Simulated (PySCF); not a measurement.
Process, species as SMILES: CCCl + 2 [H][H] (H2) → 2 C (CH4) + Cl (HCl)
B3LYP-D3(BJ)/def2-TZVP geometries, fixed; electronic energies without zero-point terms.

Effect of the auxiliary basis of density fitting at PBE0/aug-cc-pV(T+d)Z with PySCF, against the last row, where the energy of full hydrogenation is -38.33 kcal/mol.

```csv
setting,"fitting functions, largest species",largest shift of a total energy (mEh),shift of the energy of full hydrogenation (kcal/mol)
density fitting: autoaux,1105,-0.006,-0.001
density fitting: def2-universal-jkfit,368,-0.044,-0.013
density fitting: cc-pvtz-jkfit,429,-0.012,-0.008
density fitting: cc-pvqz-jkfit,615,-0.004,0.000
density fitting: none,-,0.000,0.000
```

Within 0.02 kcal/mol in the energy of full hydrogenation: density fitting: autoaux; density fitting: def2-universal-jkfit; density fitting: cc-pvtz-jkfit; density fitting: cc-pvqz-jkfit. The largest shift is 0.044 mEh in a total energy and 0.013 kcal/mol in the difference.
